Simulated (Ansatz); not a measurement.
# SiO2 (triplet): the correlation ladder, cc-pVTZ

One table from this session's results is given with a row withheld; the runs are named, their logs left out.

Method: cc-pVTZ, core rule «outside noble gas», up to 7 orbitals frozen; program: Ansatz 0.2.0, Gaussian basis.

The runs, in order: UHF; CCSD(T) on ROHF; CCSD(T) on UHF; BCCD(T) on ROHF; CCSDT(Q) on ROHF; CCSDT(Q) on UHF.

10 further runs of the same task are left out: 4 for a known fault of the program, 6 set aside as unsound or not needed.

## The system

The geometry is a PBE0/def2-TZVP stationary point (not a proven minimum).

3 atoms, charge 0, spin multiplicity 3.

Atoms are counted from 1 here; the program's logs count them from 0.

Bond lengths: O1–O2 1.343 Å, O2–Si3 1.710 Å. Angles: O1–O2–Si3 113.5°.

The first run:

The input, in.yaml:

```yaml
crystal:
  periodic: [false, false, false]
  atoms:
    - {symbol: O, position_ang: [0.000000, -0.345870, 1.455845]}
    - {symbol: O, position_ang: [0.000000, 0.564635, 0.468388]}
    - {symbol: Si, position_ang: [0.000000, -0.124623, -1.096174]}
basis:
  gaussian: {orbitals: cc-pVTZ}
magnetization: {spin_polarized: true, initial_magnetization: 2}
hamiltonian: {xc: hf}
output: {orbitals: {seedname: orbitals}}
```

Launch:

```bash
ansatz run in.yaml --threads 1 --pin off --events-out ev --progress --plain --max-ram 2816MiB --backend cpu
```

Among the steps run: UHF; CCSD(T) on ROHF; CCSD(T) on UHF; BCCD(T) on ROHF; CCSDT(Q) on ROHF; CCSDT(Q) on UHF.

One of the session's tables, all rows but one given; the rest of the session is left out.

| method | from UCCSDT(Q) (meV) |
| --- | --- |
| ROHF | +15346.7 |
| UHF | +15015.5 |
| RMP2 | +1338.2 |
| UMP2 | +1399.8 |
| RCCSD | +695.7 |
| UCCSD | +684.4 |
| RCCSD(T) | +75.3 |
| UCCSD(T) | +76.1 |
| BCCD(T) | +69.3 |
| RCCSDT | +49.0 |
| UCCSDT | ? |
| RCCSDT(Q) | +8.6 |
| UCCSDT(Q) | 0 |

Estimate the missing values for UCCSDT.

**Answer.** from UCCSDT(Q) (meV): +46.7. In the column «from UCCSDT(Q) (meV)» it lies between RCCSDT(Q) (+8.6) and RCCSDT (+49.0).

With the free atoms at the same levels and basis (separate runs), the atomisation energy is 6.498 eV at UCCSDT(Q), 6.470 eV at RCCSD(T), 6.462 eV at UCCSD(T), 2.555 eV at ROHF.

Caveats from the session: Restricted and unrestricted rows rest on different reference determinants; where their highest levels disagree by more than a few hundredths of an eV, they describe different states and don't form one ladder.
